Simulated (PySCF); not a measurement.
Gas-phase reaction: 5 C2H2 (acetylene) + C2H6 → 4 C3H4 (allene)

Method: PySCF energies plus ideal-gas RRHO corrections (1 bar). 'Table' is the NASA 1993 thermochemical table (part measured, part estimated). † marks an energy on the PBE0/def2-TZVP geometry and frequencies; other levels use their own. CCSD(T) freezes the core. 6-31G* has spherical d functions here. All species are closed-shell singlets. B3LYP is the form with VWN-RPA correlation. CCSD(T) isn't extrapolated to the basis-set limit; its ΔH°(298 K) is -321.7 kJ in def2-SVP and -303.3 kJ in def2-TZVPP. The harmonic model lacks anharmonicity and excited electronic states, which grow with temperature; levels with a mode under 35 cm⁻¹ are left out. Internal rotation in C2H6 is treated as a harmonic vibration of one conformer, which makes the entropy rough.

```
level               ΔH°(298 K), kJ  minus table  ΔG°(2000 K), kJ
------------------  --------------  -----------  ---------------
table                       -293.5            -            252.9
B3LYP/6-31G*                -430.1       -136.6            142.2
CCSD(T)/def2-SVP†           -321.7        -28.2            222.3
M06-2X/def2-TZVP†           -343.1        -49.6            200.8
PBE0/def2-QZVP†             -417.0       -123.5            126.9
PBE0/def2-SVP†              -460.2       -166.7             83.7
r2SCAN/def2-TZVP†           -418.9       -125.4            125.0
ωB97M-V/def2-TZVP†          -352.5        -59.0            191.4
ωB97X-V/def2-TZVP†          -369.5        -76.0            174.4
```
